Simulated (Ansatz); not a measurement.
Results of PBEsol+SOC in Ansatz (plane waves, PAW) for rock-salt SnTe (cubic form, which distorts at low temperature).

Numerical settings: plane-wave cutoff 520 eV, 10×10×10 k mesh, PAW data made under PBE.

Cell (relaxed at this level):

```cif
data_Sn4Te4
_chemical_formula_sum 'Sn4 Te4'
_space_group_name_H-M_alt 'Fm-3m'
_space_group_IT_number 225
_space_group_name_Hall '-F 4 2 3'
_cell_length_a 6.28865
_cell_length_b 6.28865
_cell_length_c 6.28865
_cell_angle_alpha 90.000
_cell_angle_beta 90.000
_cell_angle_gamma 90.000
loop_
_atom_site_label
_atom_site_type_symbol
_atom_site_symmetry_multiplicity
_atom_site_Wyckoff_symbol
_atom_site_fract_x
_atom_site_fract_y
_atom_site_fract_z
_atom_site_occupancy
Sn1 Sn 4 a 0.00000 0.00000 0.00000 1
Te1 Te 4 b 0.50000 0.50000 0.50000 1
```
(The calculation used a cell of 2 atoms; values per cell refer to that cell.)

### Question
What does this level give for the Young modulus, Poisson ratio, elastic constant C11, elastic constant C12 and elastic constant C44?

### Answer

* **Young modulus**: 74.4 GPa
* **Poisson ratio**: 0.236
* **elastic constant C11**: 134 GPa
* **elastic constant C12**: 3.26 GPa
* **elastic constant C44**: 16.8 GPa

Measured, for comparison: elastic constant C11 109 GPa, elastic constant C12 2.1 GPa, elastic constant C44 9.69 GPa (temperature not stated, no zero-point or thermal correction; as tabulated in Oses et al. (2018), arXiv:1811.08464). Computed (rounded) less measured: elastic constant C11 +23 %, elastic constant C12 +55 %, elastic constant C44 +73 %.

Note: symmetry holds this phase in the static calculation, where it need not be a minimum.

Elastic constants are with the ions relaxed.

The computed numbers hold no vibrational or temperature effects.

Computing time: around 5 core-minutes (rough).

Ansatz is a first-principles code.
